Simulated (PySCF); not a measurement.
# Which determinant of MgH lies lowest?

Unrestricted PBE0; basis Mg x2c-SVPall, H x2c-SVPall; spin-free X2C with a Gaussian nucleus; PySCF 2.14. Outer shells of the fragments: Mg 3s2; H 1s1.

Followed along the bond (rough minima from three points):

```tsv
2Ms+1	unpaired	⟨S²⟩ at the start	R at minimum (Å)	Te (eV)
2	σ ↑	0.75	1.74	0.00
4	σ ↑↑, π ↑	3.75	none in the scan	≤ 4.41
```

Solutions found at the starting distance of 1.675 Å, counted from the lowest of them; the search is not exhaustive and high or unbound solutions are not listed, so other states can lie among these:

| 2Ms+1 | unpaired | term | E (eV) | ⟨S²⟩ | ⟨Lz²⟩ | μ (D) |
| --- | --- | --- | --- | --- | --- | --- |
| 2 | σ ↑ | ²Σ⁺ | 0.00 | 0.75 | 0.00 | -1.10 |
| 2 | π ↑ | ²Π | 2.28 | 0.78 | 1.00 | -2.90 |
| 4 | σ ↑↑, π ↑ | ⁴Π | 4.94 | 3.75 | 1.00 | 1.86 |
| 2 | σ ↑↑, π ↓ | mixed | 5.68 | 1.75 | 1.01 | 1.98 |
| 4 | σ ↑↑↑ | ⁴Σ⁺ | 7.35 | 3.75 | 0.00 | 0.18 |
| 4 | σ ↑, π ↑↑ | ⁴Σ⁻ | 7.49 | 3.75 | 0.00 | -0.46 |

A term symbol is given only where ⟨S²⟩ and ⟨Lz²⟩ are close to those of a pure state; real π, δ and φ orbitals otherwise mix terms. A positive dipole means Mg(−)H(+).

The measured ground state is X ²Σ+ (Huber and Herzberg, Constants of Diatomic Molecules (1979)).

Counting both spins, an empty level lies below a filled one in some of these solutions, because spin and occupation are held.
